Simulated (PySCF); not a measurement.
Species: C₄H₃N₂ (charge -1).
Geometry (PBE0-D3(BJ)/def2-SVP, Å), atoms numbered from 1 in this order:
```
atom  x, y, z in Å
N1    -2.710   -0.752   -0.800
C2    -1.776   -0.124   -0.439
C3    -0.705    0.616    0.040
C4     0.506   -0.075    0.592
C5     1.611   -0.290   -0.368
N6     2.467   -0.400   -1.147
H7    -0.574    1.635   -0.336
H8     0.230   -1.070    0.984
H9     0.965    0.464    1.449
```

The closed-shell ground state was solved at several levels (PySCF, density fitting, gas phase, non-relativistic). Where the HOMO energy is positive, the finite basis confines the outermost electrons. No diffuse functions stand in pcJ-1 and pcSseg-1, which bears on an anion's orbital energies.

| level | basis functions | total energy (Eh) | HOMO (eV) | LUMO (eV) | gap (eV) |
| --- | --- | --- | --- | --- | --- |
| PBE0/pcSseg-1 | 117 | -263.3721 | 0.01 | 5.09 | 5.08 |
| CAM-B3LYP/def2-SVPD | 144 | -263.3988 | -1.43 | 4.83 | 6.26 |

**Question.** Estimate the row for B3LYP/pcJ-1, a basis of 192 functions; the other rows only guide the guess.

**Answer.** Total energy -263.7283 Eh, HOMO 0.24 eV, LUMO 4.81 eV, gap 4.57 eV.

**Question.** Over all these levels, which gives the widest orbital gap and which the narrowest?

**Answer.** CAM-B3LYP/def2-SVPD (range-separated hybrid) has the widest, 6.26 eV, and B3LYP/pcJ-1 (global hybrid, 20 % exact exchange) the narrowest, 4.57 eV. Functional and basis both differ between the two, so the spread mixes both effects.

One conformer stands for the species.
